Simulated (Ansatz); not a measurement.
**BH₂+ (singlet): from Hartree-Fock to the top rungs at distance B1–H2 = 1.850 Å, aug-cc-pVTZ**

The task here is to estimate one member of a computed series from the others.

Method: aug-cc-pVTZ, core rule «outside noble gas», up to 1 orbitals frozen; program: Ansatz 0.2.0, Gaussian basis.

The runs, in order: UHF; CCSD(T) on RHF; CCSD(T) on UHF; BCCD(T) on RHF; CCSDT(Q) on RHF; CCSDT(Q) on UHF; CASSCF and NEVPT2, 4 electrons in 6 orbitals; Full CI.

18 further runs of the same task are left out: 11 that didn't finish, 7 set aside as unsound or not needed.

### The system

The geometry derives from a PBE0/def2-TZVP stationary point (not a proven minimum). One bond is set to the value named and the two fragments are kept rigid.

3 atoms, charge 1, spin multiplicity 1.

Atoms are counted from 1 here; the program's logs count them from 0.

Bond lengths: B1–H3 1.179 Å.

Coordinates:

```xyz
3
charge 1, multiplicity 1
B     0.0000    0.0000    0.2236
H     0.0000    0.0000   -1.6264
H     0.0000    0.0000    1.4028
```

The first run:

File in.yaml:

```yaml
crystal:
  periodic: [false, false, false]
  atoms:
    - {symbol: B, position_ang: [0.000000, 0.000000, 0.223606]}
    - {symbol: H, position_ang: [0.000000, 0.000000, -1.626394]}
    - {symbol: H, position_ang: [0.000000, 0.000000, 1.402787]}
basis:
  gaussian: {orbitals: aug-cc-pVTZ}
total_charge: 1
magnetization: {spin_polarized: true, initial_magnetization: 0}
hamiltonian: {xc: hf}
output: {orbitals: {seedname: orbitals}}
```

The run is started by

```
$ ansatz run in.yaml --threads 1 --pin off --events-out ev --progress --plain --max-ram 2393MiB
```

Steps of the session up to this table: UHF; CCSD(T) on RHF; CCSD(T) on UHF; BCCD(T) on RHF; CCSDT(Q) on RHF; CCSDT(Q) on UHF; CASSCF and NEVPT2, 4 electrons in 6 orbitals; Full CI.

One of the session's tables, all rows but one given; the rest of the session is left out.

It belongs to the step «Misses and costs». 

```
        method  from FCI (meV)
           RHF         +2730.3
           UHF         +2725.5
          RMP2          +677.9
         RCCSD           +61.5
      RCCSD(T)           +15.6
       BCCD(T)           +15.0
        RCCSDT            +1.9
     RCCSDT(Q)               ?
CASSCF valence          +916.6
NEVPT2 valence          +332.1
           FCI               0
```

Q: Estimate the row for RCCSDT(Q) from the others.

The run gave: from FCI (meV): +0.5. In the column «from FCI (meV)» it lies between FCI (0) and RCCSDT (+1.9).

Not comparable, so not listed: CCSD(T) on UHF; CCSDT(Q) on UHF (they don't share determinant, frozen orbitals or solution with the rows shown, or repeat one).
